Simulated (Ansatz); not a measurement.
Geometry optimisation, RKS PBE0/def2-SVP in Ansatz.

Input file:

```yaml
crystal:
  periodic: [false, false, false]
  atoms:
    - { symbol: B, position_ang: [-0.163798, -0.48343, -0.988874] }
    - { symbol: H, position_ang: [0.942976, 0.337272, 0.974806] }
    - { symbol: H, position_ang: [1.452522, -0.103517, 0.733639] }
    - { symbol: Cl, position_ang: [-1.5995, 0.249675, -0.354471] }
basis:
  gaussian: { orbitals: def2-SVP }
hamiltonian:
  xc: pbe0
relax:
  f_tol: 0.03
  max_steps: 50
output:
  orbitals: {}
```

Run as:

```bash
$ ansatz run input.yaml --threads 1 --pin off --max-ram 2048MiB --backend cpu --events-out ev --progress --plain --runs-dir out
```

Question: Where does it end, and by what steps?

Answer: The forces met the threshold. The force dipped under the threshold on the way, but the program's further checks kept it going. After 31 steps the energy has fallen by 0.198 eV; H2 moved furthest, 1.37 Å.

```tsv
step	energy less start (eV)	largest force component (eV/Å)	accepted
0	0.0000	1.373	yes
2	-0.1634	0.346	yes
4	-0.1846	0.077	yes
6	-0.1861	0.021	yes
8	-0.1852	0.265	no
10	-0.1870	0.080	yes
12	-0.1873	0.115	yes
14	-0.1891	0.094	yes
16	-0.1904	0.148	yes
18	-0.1922	0.050	yes
20	-0.1923	0.035	yes
22	-0.1937	0.073	yes
24	-0.1949	0.110	yes
26	-0.1961	0.071	yes
28	-0.1971	0.051	yes
30	-0.1960	0.269	no
31	-0.1977	0.019	yes
```

```xyz
4
Properties=species:S:1:pos:R:3
B -0.771 -0.294 -0.916
H 2.154 0.261 1.608
H 1.659 0.093 1.052
Cl -2.410 -0.060 -1.379
```

Run time: 21 s on 1 thread of Arm Neoverse V1, on a shared host, peak memory 0.096 GiB.
